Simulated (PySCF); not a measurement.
Coordinates in bohr (charge 0 multiplicity 1):
```
S    -0.4690    0.3494    0.8959
H     1.2153   -0.6932    2.5038
O     0.7410   -0.6907   -1.7977
H     1.9073    0.5708   -2.3958
```

Method: PBE0 in PySCF with S def2-TZVP, H def2-TZVP, O def2-TZVP; no relativity; density-fitted integrals.

This geometry of HS(OH) is a stationary point at this level.

**Question.** What is the point group?

**Answer.** C1.

**Question.** Is it a minimum?

**Answer.** Yes: all harmonic wavenumbers are real.

**Question.** Give the atomic charges and bond orders.

**Answer.** 
| atom | Mulliken | Löwdin | polar tensor | Mayer order to S1 |
| --- | --- | --- | --- | --- |
| S1 | -0.06 | 0.13 | 0.26 | – |
| H2 | 0.15 | 0.02 | 0.00 | 0.95 |
| O3 | -0.43 | -0.29 | -0.54 | 1.04 |
| H4 | 0.33 | 0.15 | 0.27 | 0.02 |
Other Mayer orders above 0.3: O–H 0.88.

**Question.** Give the ideal-gas entropy at 298.15 K and 1 bar by parts.

**Answer.** translation 157.6, rotation 81.4, vibration 4.2, spin 0.0; total 243.2 J/(mol K).

This need not be the most stable arrangement of these atoms.
